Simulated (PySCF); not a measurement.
# CH₇PSi: electronic excitations and core binding energies

Wanted: the electronic excitations and core binding energies of CH₇PSi (`[SiH3]CP`), by calculation.

Programs: PySCF 2.14.0, with density-fitted response routines of our own. Each step states its level of theory. These are calculated values for one molecule in the gas phase, unless marked as measured. Atoms count from 0, in the outputs and in this text.

### Step 1. Starting geometry

10 atoms, charge 0, multiplicity 1; geometry from: GFN2-xTB.

Bonds of the start (Å): Si0–C1 1.91, C1–P2 1.85, Si0–H3 1.46, Si0–H4 1.46, Si0–H5 1.46, C1–H6 1.09, C1–H7 1.09, P2–H8 1.40, P2–H9 1.40.

### Step 2. TDDFT and polarisability: CAM-B3LYP/def2-SVPD

Job settings and geometry (Å):

```
{"job": {"kind": "uv", "xc": "CAM-B3LYP", "basis": "def2-SVPD", "nstates": 8, "ntriplets": 3}, "charge": 0, "multiplicity": 1}
Si     1.095856     0.640260    -0.044936
C     -0.035154    -0.895198    -0.088053
P     -1.845397    -0.563400     0.120715
H      2.477412     0.190640    -0.225136
H      0.708958     1.547335    -1.128214
H      0.942800     1.309760     1.249042
H      0.239525    -1.604397     0.697313
H      0.072444    -1.432837    -1.033911
H     -1.920454     0.505072    -0.775349
H     -1.727107     0.307418     1.206002
```

Level: TDDFT CAM-B3LYP/def2-SVPD, vertical, gas phase, core orbitals frozen in the response.

The run is started by

```sh
> OMP_NUM_THREADS=1 python probes_run.py task.json out
```

This one command runs all jobs of the session in turn.

Output:

```text
coarse grid: 8680 points
cycle   1  E = -672.8067993211  dE = -8.727e-02  |g| = 2.065e-01  |ddm| = 3.351e+00
cycle   2  E = -672.8134463804  dE = -6.647e-03  |g| = 1.567e-01  |ddm| = 5.402e-01
cycle   3  E = -672.8198569561  dE = -6.411e-03  |g| = 3.458e-02  |ddm| = 2.116e-01
cycle   4  E = -672.8202092402  dE = -3.523e-04  |g| = 6.915e-03  |ddm| = 6.845e-02
cycle   5  E = -672.8202272473  dE = -1.801e-05  |g| = 1.417e-03  |ddm| = 1.579e-02
cycle   6  E = -672.8202280050  dE = -7.577e-07  |g| = 2.860e-04  |ddm| = 4.035e-03
final grid: 72664 points
cycle   7  E = -672.9029418897  dE = -7.553e-06  |g| = 1.446e-03  |ddm| = 2.437e-02
cycle   8  E = -672.9029419328  dE = -4.306e-08  |g| = 1.457e-03  |ddm| = 4.028e-03
cycle   9  E = -672.9029424976  dE = -5.648e-07  |g| = 1.003e-04  |ddm| = 1.615e-03
cycle  10  E = -672.9029425012  dE = -3.650e-09  |g| = 4.156e-05  |ddm| = 2.797e-04
cycle  11  E = -672.9029425018  dE = -5.996e-10  |g| = 5.702e-06  |ddm| = 1.024e-04
converged SCF energy = -672.9029425018

Static polarisability (au): isotropic 66.712, principal 58.516 62.056 79.565

Singlet excitations
state   eV       nm        f      main configurations
  1   6.1281    202.3   0.02406   H->L 0.91
  2   7.0600    175.6   0.21895   H->L+2 0.68, H->L+1 0.15, H->L+5 0.12
  3   7.0730    175.3   0.05861   H->L+3 0.94
  4   7.4827    165.7   0.01190   H->L+1 0.55, H->L+2 0.26, H->L+5 0.12
  5   7.9765    155.4   0.02129   H->L+5 0.58, H->L+1 0.13, H->L+6 0.11
  6   8.0059    154.9   0.00029   H->L+4 0.92
  7   8.1471    152.2   0.07346   H->L+7 0.48, H->L+6 0.13, H->L+1 0.12
  8   8.2884    149.6   0.05617   H->L+6 0.53, H->L+7 0.31

Triplet excitations (Tamm-Dancoff, eV): 5.3434 5.7140 6.6037
```

Run time: 24 s. Hardware: 1 thread, shared host.

The orbitals next to the gap, with their largest atomic shares:

```tsv
orbital	eV	atoms
HOMO−3	-11.48	C1 34 %, P2 22 %, Si0 19 %
HOMO−2	-11.13	Si0 37 %, H5 22 %, H4 22 %
HOMO−1	-10.88	Si0 24 %, C1 22 %, H3 15 %
HOMO	-8.35	P2 58 %, C1 16 %, Si0 8 %
LUMO	0.88	Si0 24 %, P2 19 %, C1 16 %
LUMO+1	1.46	Si0 52 %, H3 11 %, H5 11 %
LUMO+2	2.01	P2 31 %, Si0 21 %, H9 11 %
```

With each of the 8 states as a Gaussian band of 0.4 eV half-width at 1/e, the curve within the window shown has maxima at 175 nm (ε 11,000), 151 nm (ε 5,800) L/(mol cm). Beyond the last state computed it falls off for lack of states. The curve at chosen wavelengths:

```
 nm  ε (L/mol/cm)
144          2261
147          4238
150          5618
153          5535
157          3873
160          2952
163          3309
166          5157
169          7932
172         10419
176         11306
179          9843
182          7355
185          4835
188          2927
191          1789
195          1179
198          1069
201          1036
204           975
207           855
210           694
214           465
217           317
220           202
223           121
```

Further results of this job:

```tsv
property	computed
dipole moment (D)	0.76
polarisability (Å³)	9.89
HOMO–LUMO gap (eV)	9.24
−ε(HOMO) (eV)	8.35
```

### Step 3. X-ray photoelectron lines: SCAN, X2C

Settings changed since step 2:

```diff
@@ -1,2 +1,2 @@
-{"job": {"kind": "uv", "xc": "CAM-B3LYP", "basis": "def2-SVPD", "nstates": 8, "ntriplets": 3}, "charge": 0, "multiplicity": 1}
+{"job": {"kind": "xps"}, "charge": 0, "multiplicity": 1}
 Si     1.095856     0.640260    -0.044936
```

Level: delta-SCF UKS SCAN, pcX-2 on the ionised atom, pcseg-1 elsewhere, spin-free X2C.

Output:

```text
ground state, core basis on atom 0 (Si), 127 functions
  cycle   1  E = -674.47712698  |g| = 3.60e-01
  cycle   2  E = -674.43686295  |g| = 5.04e-01
  cycle   3  E = -674.51192495  |g| = 5.50e-02
  cycle   4  E = -674.51291446  |g| = 1.69e-02
  cycle   5  E = -674.51300904  |g| = 4.90e-03
  cycle   6  E = -674.51301404  |g| = 9.76e-04
  cycle   7  E = -674.51301792  |g| = 3.06e-04
  E(ground) = -674.52586583 Eh
hole in Si 1s of atom 0
  cycle   1  E = -605.59233946  |g| = 4.35e+00
  cycle   2  E = -605.50535345  |g| = 2.17e+00
  cycle   3  E = -606.20213666  |g| = 8.05e-01
  cycle   4  E = -606.60788339  |g| = 2.51e-01
  cycle   5  E = -606.64565549  |g| = 9.27e-02
  cycle   6  E = -606.64973655  |g| = 4.02e-02
  cycle   7  E = -606.65052756  |g| = 1.47e-02
  cycle   8  E = -606.65066613  |g| = 2.37e-03
  cycle   9  E = -606.65067204  |g| = 4.75e-04
  E(ion) = -606.67137812 Eh   <S^2> = 0.7523   hole on atom = 1.000   binding energy = 1846.415 eV
hole in Si 2p of atom 0
  cycle   1  E = -670.24988210  |g| = 1.23e+00
  cycle   2  E = -670.01085171  |g| = 1.14e+00
  cycle   3  E = -670.51034188  |g| = 2.86e-01
  cycle   4  E = -670.56874040  |g| = 8.28e-02
  cycle   5  E = -670.57287426  |g| = 3.00e-02
  cycle   6  E = -670.57337169  |g| = 1.04e-02
  cycle   7  E = -670.57342391  |g| = 4.01e-03
  cycle   8  E = -670.57343450  |g| = 4.94e-04
  E(ion) = -670.59703112 Eh   <S^2> = 0.7524   hole on atom = 1.002   binding energy = 106.909 eV
  2p3/2 = 106.706 eV   2p1/2 = 107.328 eV
ground state, core basis on atom 1 (C), 116 functions
  cycle   1  E = -674.41932434  |g| = 6.08e-02
  cycle   2  E = -674.41932863  |g| = 2.51e-02
  cycle   3  E = -674.41939541  |g| = 2.06e-02
  cycle   4  E = -674.41950569  |g| = 5.21e-03
  cycle   5  E = -674.41951422  |g| = 3.52e-04
  E(ground) = -674.47410719 Eh
hole in C 1s of atom 1
  cycle   1  E = -663.16799442  |g| = 1.51e+00
  cycle   2  E = -662.30986974  |g| = 1.91e+00
  cycle   3  E = -663.69241254  |g| = 3.59e-01
  cycle   4  E = -663.74639080  |g| = 1.04e-01
  cycle   5  E = -663.75216918  |g| = 1.92e-02
  cycle   6  E = -663.75243347  |g| = 5.89e-03
  cycle   7  E = -663.75246463  |g| = 1.75e-03
  cycle   8  E = -663.75246750  |g| = 9.09e-04
  cycle   9  E = -663.75246855  |g| = 3.02e-04
  E(ion) = -663.80538927 Eh   <S^2> = 0.7707   hole on atom = 1.000   binding energy = 290.311 eV
ground state, core basis on atom 2 (P), 127 functions
  cycle   1  E = -674.53474569  |g| = 3.40e-01
  cycle   2  E = -674.53470389  |g| = 3.29e-02
  cycle   3  E = -674.53442016  |g| = 4.59e-02
  cycle   4  E = -674.53502110  |g| = 5.19e-03
  cycle   5  E = -674.53502719  |g| = 2.80e-03
  cycle   6  E = -674.53502870  |g| = 1.09e-04
  E(ground) = -674.55916668 Eh
hole in P 1s of atom 2
  cycle   1  E = -594.38139065  |g| = 4.72e+00
  cycle   2  E = -594.37025477  |g| = 2.23e+00
  cycle   3  E = -594.97382349  |g| = 9.20e-01
  cycle   4  E = -595.47109217  |g| = 2.94e-01
  cycle   5  E = -595.51450787  |g| = 1.17e-01
  cycle   6  E = -595.52128719  |g| = 4.19e-02
  cycle   7  E = -595.52216923  |g| = 1.11e-02
  cycle   8  E = -595.52223702  |g| = 3.36e-03
  cycle   9  E = -595.52224381  |g| = 5.56e-04
  cycle  10  E = -595.52224474  |g| = 2.13e-04
  E(ion) = -595.54706754 Eh   <S^2> = 0.7520   hole on atom = 1.000   binding energy = 2150.029 eV
hole in P 2p of atom 2
  cycle   1  E = -669.11909774  |g| = 1.38e+00
  cycle   2  E = -668.95187282  |g| = 1.21e+00
  cycle   3  E = -669.45174331  |g| = 2.73e-01
  cycle   4  E = -669.49492977  |g| = 1.11e-01
  cycle   5  E = -669.50017489  |g| = 5.70e-02
  cycle   6  E = -669.50197056  |g| = 1.16e-02
  cycle   7  E = -669.50203852  |g| = 4.60e-03
  cycle   8  E = -669.50205042  |g| = 1.06e-03
  cycle   9  E = -669.50205237  |g| = 5.25e-04
  cycle  10  E = -669.50205236  |g| = 1.81e-04
  E(ion) = -669.53692137 Eh   <S^2> = 0.7535   hole on atom = 1.002   binding energy = 136.662 eV
  2p3/2 = 136.450 eV   2p1/2 = 137.344 eV
```

Wall time 73 s (1 thread, shared host).

Binding energies by hole, beside the orbital energy of the ground state; the difference holds orbital relaxation and, for a density functional, its self-interaction error:

```tsv
hole	stands for	environment	ΔSCF (eV; 2p as the shell's mean)	−ε (eV)	⟨S²⟩
Si1s on Si0	Si0	silicon bonded to C, 3 H	1846.41	1793.2	0.752
Si2p on Si0	Si0	silicon bonded to C, 3 H	106.91	96.1	0.752
C1s on C1	C1	sp3 CH2 bonded to P and Si	290.31	273.8	0.771
P1s on P2	P2	phosphorus bonded to C, 2 H	2150.03	2092.6	0.752
P2p on P2	P2	phosphorus bonded to C, 2 H	136.75	125.6	0.754
```

With the spin-orbit splitting: Si0 2p3/2 106.71, 2p1/2 107.33 eV; P2 2p3/2 136.45, 2p1/2 137.34 eV. The table gives each 2p level as the mean over the whole 2p shell (two parts 2p3/2, one part 2p1/2), which differs a little from the single hole in the log.

### Step 4. Results

| quantity | value |
| --- | --- |
| lowest singlet (CAM-B3LYP/def2-SVPD) | 6.13 eV (202 nm), f = 0.024 |
| brightest single state of those computed | state 2, 7.06 eV, f = 0.219 |
| lowest triplet | 5.34 eV |
| Si1s binding energies, SCAN/pcX-2 | Si0 1846.41 eV |
| Si2p binding energies, SCAN/pcX-2 | Si0 106.91 eV |
| C1s binding energies, SCAN/pcX-2 | C1 290.31 eV |
| P1s binding energies, SCAN/pcX-2 | P2 2150.03 eV |
| P2p binding energies, SCAN/pcX-2 | P2 136.75 eV |

In words: The lowest singlet, at 6.13 eV, is HOMO→LUMO 0.91 and is weak; of the 8 states computed, the strongest absorption comes from states 2 to 3 together at 7.06 eV. The lowest triplet lies 0.78 eV below the lowest singlet (triplets in Tamm-Dancoff, singlets in full TDDFT).
